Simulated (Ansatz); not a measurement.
Compare A (`NC1(O)C=C1`) with its isomer B (`OC1=CNC1`).

Gas-phase electronic energies from Ansatz, PBE0-D4/def2-TZVP geometries. CBS: MP2 limit from def2 TZ/QZ plus the TZ coupled-cluster correction, frozen cores. Functionals use def2-TZVPP. B3LYP here is the variant with VWN-RPA as its local correlation; programs differ in this. One conformer a species, not always the lowest.

A:

```xyz
10

N     0.890   -0.008   -1.068
C    -0.098    0.223   -0.051
O    -0.735    1.441   -0.306
C     0.088   -0.252    1.329
C    -0.880   -0.805    0.652
H     1.431   -0.838   -0.863
H     0.446   -0.131   -1.971
H    -0.051    2.037   -0.631
H     0.618   -0.173    2.266
H    -1.709   -1.495    0.643
```

B:

Z-matrix (Å, degrees):
```
C
N 1 1.493
C 1 1.505 2 86.4
H 1 1.093 2 112.2 3 116.5
H 1 1.094 2 113.9 3 -117.8
C 2 1.443 1 87.4 3 2.4
H 2 1.017 1 112.0 3 116.5
O 3 1.347 1 133.5 2 165.0
H 6 1.081 2 126.8 1 -176.0
H 8 0.961 3 109.2 1 35.8
```

Q: Which is lower in electronic energy at CCSD(T)/CBS, and by how much? (An estimate is asked.)

A: Computed: B, by 9.6 kcal/mol.

Q: Give E(B) − E(A) in kcal/mol with ωB97M-V, BLYP-D4, B3LYP, B2PLYP, MP2/def2-TZVPP, HF/def2-TZVPP, CCSD/def2-TZVPP. (Best estimate.)

A: Ansatz gave: ωB97M-V -9.4, BLYP-D4 -10.9, B3LYP -10.5, B2PLYP -10.2, MP2/def2-TZVPP -9.4, HF/def2-TZVPP -9.0, CCSD/def2-TZVPP -10.2. None reverses the order clearly.

Q: Does the order hold for the free energy at 298.15 K (harmonic terms from PBE0-D4)? (An estimate is asked.)

A: Computed: Yes: G(B) − G(A) = -8.2 kcal/mol, for one conformer each.

Largest T1 diagnostic: 0.012.

From BLYP to BHLYP (50 % exact exchange), in def2-TZVPP and without D4, E(B) − E(A) moves by +1.0 kcal/mol. Leaving LDA and LC-ωPBE aside and taking each functional with its dispersion term where it has one, the values, not all of them listed here, spread over 2.5 kcal/mol, from revPBE-D4 to ωB97M-V.
